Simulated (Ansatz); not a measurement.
Mulliken charges of CHCl$_{2}$FO (`OC(F)(Cl)Cl`) from ωB97M-V/def2-TZVPP in Ansatz (PBE0-D4/def2-TZVP geometry).

| atom | x (Å) | y (Å) | z (Å) | charge (e) |
| --- | --- | --- | --- | --- |
| O1 | 0.210 | -0.187 | 1.111 | -0.212 |
| C2 | -0.256 | 0.056 | -0.124 | 0.254 |
| F3 | -1.554 | 0.300 | -0.012 | -0.126 |
| Cl4 | -0.037 | -1.344 | -1.217 | -0.061 |
| Cl5 | 0.524 | 1.482 | -0.873 | -0.061 |
| H6 | 1.155 | -0.370 | 1.068 | 0.205 |

Question: By hand: the dipole of these point charges (1 e Å = 4.8032 D).

Answer: Σ q r = (0.293, -0.068, 0.081) e Å, of length 0.312 e Å = 1.50 D.

Question: How does the dipole of the full density compare? (Best estimate.)

Answer: The calculation gave: (0.371, -0.086, 0.103) e Å, 1.89 D; the point charges give 0.79 times that, at 0° from its direction.

Point charges leave out the atoms' own dipoles, such as those of lone pairs, and Mulliken's split depends on the basis, so the two needn't agree.
